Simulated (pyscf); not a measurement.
A first-order saddle from PySCF, ωB97X-D3(BJ)/def2-SVP:

```
N
H 1 1.1855
H 2 1.1871 1 137.74
Si 1 1.7847 2 117.65 3 115.46
H 4 1.4859 1 107.30 2 -46.40
Si 1 1.7863 2 111.17 3 -102.76
H 6 1.4857 1 107.09 2 14.64
H 6 1.4864 7 111.07 1 -119.13
H 4 1.4870 5 110.88 1 119.71
H 4 1.4877 5 110.86 9 122.02
H 6 1.4890 7 110.95 8 -122.86
Si 3 1.8440 2 76.73 1 -5.87
H 12 1.4900 3 88.05 2 118.30
H 12 1.4902 13 119.21 3 -84.13
H 12 1.5263 13 101.74 3 166.53
```

Surface: singlet, charge 0. Lowest wavenumbers (cm⁻¹): 1374i, 63, 114, 149, 161.

Q: Which two sides does it connect, and which bonds change?

A: H₃Si–NH–SiH₃ + silane (SiH₄) ⇌ H₃Si–N(SiH₃)–SiH₃ + hydrogen (H₂), a four-centre exchange read from left to right: H–N, H–Si broken and N–Si, H–H formed. At ωB97M-D3(BJ)/def2-TZVP it lies +44.7 kcal/mol from the left side and +53.0 kcal/mol from the right (each side as separated species at their lowest minima found). One saddle was located; it need not be the lowest between these sides.
